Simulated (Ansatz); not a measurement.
# CHAlB+ (triplet): wave-function methods side by side, cc-pVDZ

How much of the correlation energy of CHAlB+ (triplet) does each wave-function method recover here?

The runs use Ansatz 0.2.0, Gaussian basis; cc-pVDZ, core rule «outside noble gas», up to 7 orbitals frozen.

The runs, in order: UHF; CCSD(T) on ROHF; CCSD(T) on UHF; BCCD(T) on ROHF; CISD as a restricted active space (open shells left free, so some higher excitations enter); CCSDT(Q) on ROHF; CCSDT(Q) on UHF; CASSCF and NEVPT2, 10 electrons in 10 orbitals.

21 further runs of the same task are left out: 11 that didn't finish, 10 set aside as unsound or not needed. Runs told in other sessions of the task aren't counted.

**1. What is computed**

The geometry is a PBE0/def2-TZVP stationary point (not a proven minimum) of the parent state, kept for this charge and spin.

4 atoms, charge 1, spin multiplicity 3.

Atoms are counted from 1 here; the program's logs count them from 0.

Bond lengths: Al1–C2 1.877 Å, Al1–B3 2.270 Å, C2–B3 1.412 Å, C2–H4 1.082 Å. Angles: C2–Al1–B3 38.4°, Al1–C2–B3 86.1°, Al1–C2–H4 134.4°, B3–C2–H4 139.6°, Al1–B3–C2 55.6°.

Geometry (Å):

```tsv
atom	x (Å)	y (Å)	z (Å)
Al1	0.00000	0.01617	0.91943
C2	0.00000	0.56503	-0.87506
B3	0.00000	-0.81036	-1.19454
H4	0.00000	1.52593	-1.37252
```

**2. UHF**

File in.yaml:

```yaml
crystal:
  periodic: [false, false, false]
  atoms:
    - {symbol: Al, position_ang: [0.000000, 0.016173, 0.919434]}
    - {symbol: C, position_ang: [0.000000, 0.565027, -0.875065]}
    - {symbol: B, position_ang: [0.000000, -0.810360, -1.194541]}
    - {symbol: H, position_ang: [0.000000, 1.525932, -1.372524]}
basis:
  gaussian: {orbitals: cc-pVDZ}
total_charge: 1
magnetization: {spin_polarized: true, initial_magnetization: 2}
hamiltonian: {xc: hf}
output: {orbitals: {seedname: orbitals}}
```

Launch:

```bash
> ansatz run in.yaml --threads 1 --pin off --events-out ev --progress --plain --max-ram 2393MiB
```

Further steps of the session: CCSD(T) on ROHF; CCSD(T) on UHF; BCCD(T) on ROHF; CISD as a restricted active space (open shells left free, so some higher excitations enter); CCSDT(Q) on ROHF; CCSDT(Q) on UHF; CASSCF and NEVPT2, 10 electrons in 10 orbitals.

**Question.** What will the summary of the whole plan be? Wanted: UCCSDT(Q) from the RHF energy; RMP2 from UCCSDT(Q); UMP2 from UCCSDT(Q); RCCSD from UCCSDT(Q); RCCSD(T) from UCCSDT(Q); UCCSD(T) from UCCSDT(Q); RCCSDT(Q) from UCCSDT(Q); NEVPT2 frontier from UCCSDT(Q); T1 diagnostic.

As calculated:

| quantity | value |
| --- | --- |
| UCCSDT(Q) from the ROHF energy | -6.7396 eV |
| RMP2 from UCCSDT(Q) | +978.9 meV |
| UMP2 from UCCSDT(Q) | +1007.8 meV |
| RCCSD from UCCSDT(Q) | +402.3 meV |
| RCCSD(T) from UCCSDT(Q) | +65.1 meV |
| UCCSD(T) from UCCSDT(Q) | +67.8 meV |
| RCCSDT(Q) from UCCSDT(Q) | +3.6 meV |
| NEVPT2 frontier from UCCSDT(Q) | +1125.6 meV |
| levels within 1 kcal/mol (43 meV) | RCCSDT, UCCSDT, RCCSDT(Q) |
| T1 diagnostic | 0.033 |

In words: RCCSD(T) misses by +65.1 meV, 1.0 % of the correlation energy. These misses are within one basis, not against nature; the frozen cores of restricted and unrestricted runs differ, which can shift their rows.

With open shells the CI space here admits some higher excitations, so it is larger than plain CISD.
